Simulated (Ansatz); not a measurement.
A made-up structure of CH4BO (charge +1), closed shell:

```csv
atom,x (Å),y (Å),z (Å)
B1,-0.9811,-0.1052,-0.2175
C2,0.4321,0.4372,0.1152
O3,1.5149,-0.1724,0.3193
H4,-1.2777,-0.2185,-1.3656
H5,-1.7224,-0.3204,0.6898
H6,-0.8819,-0.5422,0.8416
H7,1.4751,-1.1470,0.2625
```

It is relaxed with PBE-D4/def2-SVP and then PBE0-D4/def2-TZVP (Ansatz 0.2.0). Atoms count as bonded within 1.22 times the sum of their covalent radii (H–H: 0.88 Å). The end point is not checked to be a true minimum.

Task: Does its bonding change? (A judgement: the text doesn't fix the answer.)

Result: Computed: Yes. Formed: C2–H6; broken: B1–H6.

Where it ends: The first stage lowers the energy by 3.43 eV in 19 steps. It ends as CH₄BO ([BH2][CH][OH]), total charge +1:
```json
{"atom": "B1", "x (Å)": "-1.2134", "y (Å)": "0.1549", "z (Å)": "-0.2065"}
{"atom": "C2", "x (Å)": "0.0528", "y (Å)": "-0.6096", "z (Å)": "0.2585"}
{"atom": "O3", "x (Å)": "1.2077", "y (Å)": "-0.1198", "z (Å)": "0.1463"}
{"atom": "H4", "x (Å)": "-1.6001", "y (Å)": "-0.0316", "z (Å)": "-1.3175"}
{"atom": "H5", "x (Å)": "-1.7797", "y (Å)": "0.8319", "z (Å)": "0.5932"}
{"atom": "H6", "x (Å)": "-0.0461", "y (Å)": "-1.6112", "z (Å)": "0.7016"}
{"atom": "H7", "x (Å)": "1.9378", "y (Å)": "-0.6832", "z (Å)": "0.4697"}
```

Labels in which every atom is bracketed show which atoms are joined, not bond orders.

For scale, one of the runs: PBE0-D4/def2-TZVP relaxation, 117 basis functions, launched by `ansatz run in.yaml --threads 2 --pin off --events-out ev --progress --plain --max-ram 4352MiB`. Hardware: 2 CPU threads of an Intel Xeon Platinum 8259CL, shared host. Wall time about 17 s.
